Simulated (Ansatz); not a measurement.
# Which is lower?

The two ends of one reaction step of SiN$_{2}$H$_{10}$, closed shell (PBE0-D4/def2-TZVP).

A:

Si1  (-1.324, -0.317, 1.530)
H2  (-0.360, -1.693, -2.284)
H3  (-1.562, -1.720, 1.067)
H4  (-0.195, -0.374, 2.498)
H5  (-2.566, 0.115, 2.227)
H6  (2.475, 1.517, -0.759)
N7  (-0.929, 0.826, 0.321)
H8  (-0.453, -1.190, -1.738)
N9  (1.986, 0.630, -0.730)
H10  (-1.631, 1.141, -0.329)
H11  (0.002, 0.824, -0.089)
H12  (2.479, 0.038, -0.072)
H13  (2.077, 0.203, -1.643)
(Å)

B:

Si1  (-1.394, -1.183, 0.879)
H2  (-1.330, -1.289, -0.599)
H3  (-1.749, -2.552, 1.376)
H4  (-0.069, -0.874, 1.474)
H5  (-2.463, -0.275, 1.354)
H6  (0.294, 1.226, -0.469)
N7  (-0.642, 1.406, -0.104)
H8  (1.901, -0.585, -0.201)
N9  (2.101, 0.121, -0.899)
H10  (-0.571, 2.139, 0.591)
H11  (-1.212, 1.763, -0.860)
H12  (3.047, 0.445, -0.740)
H13  (2.089, -0.341, -1.800)
(Å)

Program: Ansatz 0.2.0. Basis: def2-TZVPP. Cores are frozen in the correlated methods. B3LYP uses VWN-RPA correlation.

(1) Which structure is lower at CCSD(T), and by how much? (To be estimated.)

No T1 diagnostic of these runs exceeds 0.009.

Answers

(1) By the calculation: A, by 12.7 kJ/mol (electronic energy, against the other). By their contacts, A is a complex of SiNH₅ ([NH2][SiH3]) + NH₃ + H₂ and B is a complex of SiH₄ + NH₃ + NH₃.

All methods give the same order:

```json
{"method": "SPW92", "E(B) − E(A) (kJ/mol)": "5.7"}
{"method": "PBE-D4", "E(B) − E(A) (kJ/mol)": "10.0"}
{"method": "BLYP-D4", "E(B) − E(A) (kJ/mol)": "14.8"}
{"method": "r2SCAN-D4", "E(B) − E(A) (kJ/mol)": "16.0"}
{"method": "B97M-V", "E(B) − E(A) (kJ/mol)": "10.4"}
{"method": "PBE0-D4", "E(B) − E(A) (kJ/mol)": "10.1"}
{"method": "B3LYP-D4", "E(B) − E(A) (kJ/mol)": "14.2"}
{"method": "r2SCAN0-D4", "E(B) − E(A) (kJ/mol)": "14.6"}
{"method": "BHLYP-D4", "E(B) − E(A) (kJ/mol)": "13.6"}
{"method": "CAM-B3LYP-D4", "E(B) − E(A) (kJ/mol)": "14.4"}
{"method": "wB97X-V", "E(B) − E(A) (kJ/mol)": "12.8"}
{"method": "wB97M-V", "E(B) − E(A) (kJ/mol)": "12.8"}
{"method": "B2PLYP", "E(B) − E(A) (kJ/mol)": "15.9"}
{"method": "PBE-QIDH", "E(B) − E(A) (kJ/mol)": "13.8"}
{"method": "RPA on PBE", "E(B) − E(A) (kJ/mol)": "11.6"}
{"method": "HF", "E(B) − E(A) (kJ/mol)": "14.2"}
{"method": "MP2", "E(B) − E(A) (kJ/mol)": "19.5"}
{"method": "CCSD", "E(B) − E(A) (kJ/mol)": "11.7"}
{"method": "CCSD(T)", "E(B) − E(A) (kJ/mol)": "12.7"}
```

Labels in which every atom is bracketed show which atoms are joined, not bond orders.

For scale, one of the runs: CCSD(T)/def2-TZVPP, 244 basis functions, launched by `ansatz run in.yaml --threads 4 --pin off --events-out ev --progress --plain --max-ram 9574MiB`. The run took 94 s on 4 CPU threads of an Arm Neoverse V1 (shared host), with 4.8 GiB of host memory at its peak.
